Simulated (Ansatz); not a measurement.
in.yaml

```yaml
crystal:
  periodic: [false, false, false]
  atoms:
    - {symbol: O, position_ang: [0.064568, 0.023749, 1.202116]}
    - {symbol: Ga, position_ang: [-0.100306, 0.032123, -0.515990]}
    - {symbol: Si, position_ang: [-0.023685, -0.000301, -2.859370]}
    - {symbol: H, position_ang: [0.059423, -0.055571, 2.173244]}
basis:
  gaussian: {orbitals: "6-31G*"}
magnetization: {spin_polarized: false}
correlation: {method: mp2, electrons: outside_noble_gas}
```

```sh
$ ansatz run in.yaml --threads 1 --pin off --events-out ev --progress --plain --max-ram 2393MiB
```

The program prints:

```
633 factors; integrals over basis functions are off by at most 1.0e-3 eV
mean field evaluation 1: about -62235.9432 eV, gradient 3.7e1 eV
mean field evaluation 2: about -62236.0158 eV, gradient 3.7e1 eV
mean field evaluation 4: about -62238.8150 eV, gradient 2.1e0 eV
mean field evaluation 8: about -62238.8584 eV, gradient 3.6e-1 eV
mean field evaluation 16: about -62238.8610 eV, gradient 1.3e-2 eV
mean field evaluation 32: about -62238.8599 eV, gradient 6.4e-2 eV
mean field evaluation 64: about -62238.8608 eV, gradient 1.5e-2 eV
mean field evaluation 96: about -62231.5954 eV, gradient 1.2e1 eV
mean field evaluation 128: about -62238.8608 eV, gradient 1.4e-2 eV
mean field evaluation 160: about -62238.8605 eV, gradient 1.9e-3 eV
mean field -62238.86102545 eV, -2287.2359556700 hartree, gradient 1.9e-6 eV, S^2 0.000000; 6 other end points of the search recorded, 0 dependent functions left out; unrestricted orbitals would lower it
20 core orbitals not correlated, not the lowest: weight in the atoms' cores, before any rotation towards them, 0.769 or more for the frozen orbitals, at most 0.223 for the correlated occupied ones
reference -62238.86102545 eV, -2287.2359556700 hartree; 7, 7 occupied and 44, 44 virtual orbitals, 633 factors
second order -8.13476589 eV of doubles, -0.00000000 eV of singles
Total energy: -62246.99579134 eV, -2287.5349028026 hartree
```

Ran on 1 thread of Arm Neoverse N1, shared host: 8.5 s wall, 0.13 GiB peak host memory.
